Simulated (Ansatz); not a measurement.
## CH2F2, singlet: reading a ladder of total energies

Geometry: MP2(full)/6-31G*, from the G2/97 set.

```xyz
5

C     0.0000    0.0000    0.5562
F     0.0000    1.1097   -0.2373
F     0.0000   -1.1097   -0.2373
H    -0.9084    0.0000    1.1600
H     0.9084    0.0000    1.1600
```

Basis 6-31G; Ansatz 0.2.0. Only valence electrons are correlated (noble-gas cores frozen), which leaves 20 electrons in 28 orbitals. R marks a restricted (for open shells ROHF) determinant.

Full CI isn't at hand for all of this; RCCSDTQ serves as the reference, and is uncertain by about the last step of the cluster series.

Runs differ by some tens of microhartree through their thresholds, so steps under 0.03 kcal/mol mean nothing.

```json
{"level": "RHF", "total energy (hartree)": "-237.821987"}
{"level": "RMP2", "total energy (hartree)": "-238.152765"}
{"level": "RCCSD", "total energy (hartree)": "-238.164371"}
{"level": "RCCSD(T)", "total energy (hartree)": "-238.169846"}
{"level": "RCCSDT", "total energy (hartree)": "-238.170307"}
{"level": "RCCSDT(Q)", "total energy (hartree)": "-238.171158"}
{"level": "RCCSDTQ", "total energy (hartree)": "-238.171084"}
```

**Question.** What is the correlation energy at RCCSDTQ, and what share of it do RMP2 and RCCSD(T) recover?

**Answer.** E(corr) = -238.171084 − (-237.821987) = -0.349097 hartree = -9.499 eV. RMP2: -0.330778 / -0.349097 = 94.75 %. RCCSD(T): -0.347859 / -0.349097 = 99.65 %.

**Question.** By how many kcal/mol does RCCSD(T) miss RCCSDTQ (1 hartree = 627.509 kcal/mol), and which steps make up the rest?

**Answer.** -238.169846 − (-238.171084) = 0.001238 hartree = 0.78 kcal/mol. Steps: RCCSDT − RCCSD(T) = -0.29, RCCSDT(Q) − RCCSDT = -0.53, RCCSDTQ − RCCSDT(Q) = 0.05 kcal/mol. That is within 1 kcal/mol of the reference in this basis, which itself misses far more of the correlation at the basis-set limit.
